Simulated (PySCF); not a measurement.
## H₂S: adding exact exchange

Base calculation in PySCF with density fitting and no spin–orbit coupling, PBE/def2-TZVP (no relativity): singlet, C2v, S–H 1.352 Å (×2); H–S–H 91.8°; wavenumbers 1170, 2630, 2646 cm⁻¹; dipole moment 1.13 D, gap between the highest occupied and lowest empty levels 5.68 eV, polar-tensor charge of S -0.11 e, atomisation energy (no zero-point energy) 759 kJ/mol.

Task: What changes on going to PBE0/def2-TZVP (no relativity)?

Result: The point group stays the same. Changes: mean bond to S -0.011 Å, smallest bond angle +0.5 degrees, highest wavenumber +95 cm⁻¹, lowest wavenumber +39 cm⁻¹, dipole moment +0.03 D, gap between the highest occupied and lowest empty levels +2.39 eV, polar-tensor charge of S -0.01 e, atomisation energy (no zero-point energy) -10 kJ/mol. The new structure has S–H 1.341 Å (×2); H–S–H 92.3°, with wavenumbers 1209, 2725, 2741 cm⁻¹. Exact exchange shortens and stiffens the bonds and opens the gap, the usual pattern.

The structures come from searches over a few start shapes, so lower isomers are not excluded.
